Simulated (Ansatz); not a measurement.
Task: vertical and adiabatic energies of changing the electron count of C2H2S, SMILES C=C=S, with the Python package of Ansatz (0.2.0). Give the script and its output. Use (for the species named): PBE0, def2-SVP basis, multiplicity 1.

```
atom    x (Å)    y (Å)    z (Å)
   C   0.6309  -0.3210   0.1200
   C  -0.5835   0.2527  -0.1126
   S  -2.2221   0.9934  -0.4302
   H   1.5026  -0.0143  -0.5229
   H   0.7221  -0.9844   0.9043
```

`run_adiabatic.py`
```python
"""Vertical and adiabatic ionisation of C2H2S."""

import itertools

import ansatz as az
from ase.data import atomic_numbers, covalent_radii
import numpy as np

geometry_ang = [
    ("C", (0.6309, -0.321, 0.12)),
    ("C", (-0.5835, 0.2527, -0.1126)),
    ("S", (-2.2221, 0.9934, -0.4302)),
    ("H", (1.5026, -0.0143, -0.5229)),
    ("H", (0.7221, -0.9844, 0.9043)),
]
system = az.Crystal.molecule()
for symbol, xyz in geometry_ang:
    system = system.atom(symbol, xyz)

model = (
    system.calculation()
    .basis(gaussian="def2-SVP")
    .functional("pbe0")
)
symbols = [site.symbol for site in system.cartesian_sites]
start = np.array([site.position_ang for site in system.cartesian_sites], dtype=float)
data = model.relax(force_tolerance=0.01).run(threads=1, backend="cpu").report
end = np.array(data["positions_ang"])

minimum = az.Crystal.molecule()
for symbol, place in zip(symbols, end):
    minimum = minimum.atom(symbol, place.tolist())
ion = minimum.calculation()
ion = ion.basis(gaussian="def2-SVP").functional("pbe0")
ion = ion.charge(1)
ion = ion.spin("collinear", total=1)
vertical = ion.run(threads=1, backend="cpu").report
settled = ion.relax(force_tolerance=0.01, max_steps=80).run(threads=1, backend="cpu").report
print(f"vertical ionisation energy   {vertical['free_energy_ev'] - data['free_energy_ev']:.3f} eV")
print(f"adiabatic, no zero point     {settled['free_energy_ev'] - data['free_energy_ev']:.3f} eV")
print(f"relaxation energy of the ion {vertical['free_energy_ev'] - settled['free_energy_ev']:.3f} eV")
ionised = np.array(settled["positions_ang"])
# pairs closer than 1.2 times the sum of covalent radii, before or after
radius = [covalent_radii[atomic_numbers[s]] for s in symbols]
span = lambda where, i, j: np.linalg.norm(where[i] - where[j])
bonded = [(i, j) for i, j in itertools.combinations(range(len(symbols)), 2) if min(span(end, i, j), span(ionised, i, j)) < 1.2 * (radius[i] + radius[j])]
print("pair        before    after (A)")
for i, j in bonded:
    print(f"{symbols[i]}{i}-{symbols[j]}{j}".ljust(10), f"{span(end, i, j):8.4f} {span(ionised, i, j):8.4f}")
```

```console
$ python run_adiabatic.py
vertical ionisation energy   8.898 eV
adiabatic, no zero point     8.833 eV
relaxation energy of the ion 0.064 eV
pair        before    after (A)
C0-C1        1.3116   1.3478
C0-H3        1.0938   1.1006
C0-H4        1.0938   1.1007
C1-S2        1.5594   1.5208
```

The energies are electronic: no zero-point or thermal terms, and the basis set is short of its limit. The product may relax into another structure. The relaxation finds the nearest minimum, so the adiabatic value is an upper bound. Run time: 21 s on 1 thread of Arm Neoverse V2, on a shared host, peak memory 0.2 GiB.

(Lines on the test bed's own set-up are left out of the output.)
